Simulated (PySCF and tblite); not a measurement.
Values are calculated unless marked as measured or tabulated.
4 constitutional isomers of C₆H₁₂:

```csv
isomer,SMILES
A,[CH2:1]=[CH:2][C:3]([CH3:4])([CH3:5])[CH3:6]
B,[CH3:1]/[CH:2]=[CH:3]/[CH:4]([CH3:5])[CH3:6]
C,[CH3:1][CH2:2][CH:3]=[C:4]([CH3:5])[CH3:6]
D,[CH2:1]=[CH:2][C@H:3]([CH3:4])[CH2:5][CH3:6]
```

Protocol: conformer search, at most 6 conformers an isomer, GFN2-xTB geometries, energies PBE0/def2-SVP (IEF-PCM, chloroform) (D3(BJ) added where defined), GIAO shieldings WP04/pcSseg-1 (IEF-PCM, chloroform), weights at 298.15 K with GFN2-xTB thermal terms. Programs: PySCF with density fitting and tblite.

Task: What shifts does each isomer give (ppm; of two unlike H on one atom, a is the less shielded)?

Result: 
A: ¹H (against TMS): 5.95 (H2, 1H), 4.92 (H1a, 1H), 4.91 (H1b, 1H), 1.05 (H4/H5/H6, 9H). ¹³C (against TMS): 157.6 (C2), 113.4 (C1), 41.7 (C3), 30.1 (C4/C5/C6).

B: ¹H (against TMS): 5.48 (H3, 1H), 5.39 (H2, 1H), 2.10 (H4, 1H), 1.77 (H1, 3H), 1.00 (H5/H6, 6H). ¹³C (against TMS): 145.2 (C3), 129.7 (C2), 39.8 (C4), 25.0 (C5/C6), 23.2 (C1).

C: ¹H (against TMS): 5.32 (H3, 1H), 2.04 (H2, 2H), 1.71 (H5, 3H), 1.70 (H6, 3H), 0.95 (H1, 3H). ¹³C (against TMS): 140.3 (C4), 133.6 (C3), 29.3 (C5), 28.6 (C2), 20.4 (C6), 19.3 (C1).

D: ¹H (against TMS): 5.74 (H2, 1H), 5.02 (H1a, 1H), 4.98 (H1b, 1H), 1.96 (H3, 1H), 1.34 (H5a, 1H), 1.27 (H5b, 1H), 1.06 (H4, 3H), 0.94 (H6, 3H). ¹³C (against TMS): 153.5 (C2), 117.4 (C1), 47.3 (C3), 34.9 (C5), 23.4 (C4), 16.3 (C6).

Shifts are unscaled: against experiment ¹³C can be off by 15 ppm or more and ¹H by 0.8 ppm. The search found a single conformer for at least one isomer; other rotamers may be missing. A nearly planar conformer is counted with its mirror image, so its weight may be doubled. The cap on conformers cut off some of the population, so the set may be incomplete.
